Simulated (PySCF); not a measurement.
# Cl2 (chlorine) at wB97M-V/aug-cc-pVTZ

What is the energy change on altering one bond length of Cl2 (chlorine) at wB97M-V/aug-cc-pVTZ? 

Program for the calculation: PySCF 2.14.0.

2 further runs of the same task are left out: 2 set aside as unsound or not needed.

### 1 The molecule

Cl2: 2 atoms, total charge 0, spin state singlet. SMILES: `ClCl`. The shape is that of a PBE0-D4/def2-TZVP optimisation.

Bond lengths: Cl1–Cl2 1.982 Å.

### 2 A single-point energy at wB97M-V/aug-cc-pVTZ

File job.py:

```python
# ClCl
from pyscf import gto, dft

molecule = gto.M(
    atom=[
    ('Cl', (0.845690, -0.281600, 0.433600)),
    ('Cl', (-0.845690, 0.281600, -0.433600)),
],
    basis='aug-cc-pvtz',
    verbose=3,
    max_memory=1860,
)

mf = dft.RKS(molecule)
mf.xc = 'wb97m-v'
mf.conv_tol = 1e-10
mf.grids.level = 5
mf.nlcgrids.level = 1
mf.kernel()
if not mf.converged:
    mf = mf.newton().run(mf.mo_coeff, mf.mo_occ)

etot = mf.e_tot
print('Final energy', etot)
```

Launch:

```bash
OMP_NUM_THREADS=1 python job.py
```

Output:

```text
converged SCF energy = -920.362761631246
Final energy -920.3627616312459
```

It took 25 s on 1 thread of Arm Neoverse V1, shared host; peak memory 0.54 GiB.

### 3 The distorted shape at the same level

File calc.py:

```python
from pyscf import gto, dft

molecule = gto.Mole()
molecule.atom = [
    ('Cl', (1.099410, -0.366084, 0.563687)),
    ('Cl', (-0.845690, 0.281600, -0.433600)),
]
molecule.basis = 'aug-cc-pvtz'
molecule.spin = 0
molecule.verbose = 3
molecule.max_memory = 1860
molecule.build()

calc0 = dft.RKS(molecule)
calc0.xc = 'wb97m-v'
calc0.nlcgrids.level = 1
calc0.grids.level = 5
calc0.conv_tol = 1e-10
calc0.kernel()
if not calc0.converged:
    calc0 = calc0.newton().run(calc0.mo_coeff, calc0.mo_occ)

etot = calc0.e_tot
print('Final energy', etot)
```

Launch:

```bash
OMP_NUM_THREADS=1 python calc.py
```

Output:

```text
converged SCF energy = -920.341953645954
Final energy -920.3419536459536
```

Run time: 25 s. Hardware: 1 thread of Arm Neoverse V1, shared host; peak memory 0.54 GiB.

### 4 Outcome

At wB97M-V/aug-cc-pVTZ:

| quantity | value |
| --- | --- |
| first shape: total energy | -920.36276 Eh |
| first shape: dipole moment | 0.00 D |
| first shape: HOMO energy | -10.99 eV |
| first shape: LUMO energy | -0.90 eV |
| first shape: HOMO–LUMO gap | 10.09 eV |
| distorted shape: total energy | -920.34195 Eh |
| distorted shape: dipole moment | 0.00 D |
| distorted shape: HOMO energy | -11.59 eV |
| distorted shape: LUMO energy | -3.01 eV |
| distorted shape: HOMO–LUMO gap | 8.58 eV |
| energy change with the Cl1–Cl2 bond stretched from 1.982 to 2.280 Å | 0.566 eV |

**Reading.** With the Cl1–Cl2 bond stretched from 1.982 to 2.280 Å the energy rises by 0.57 eV (54.6 kJ/mol). The first shape isn't relaxed at this level, so the change isn't measured from a minimum.
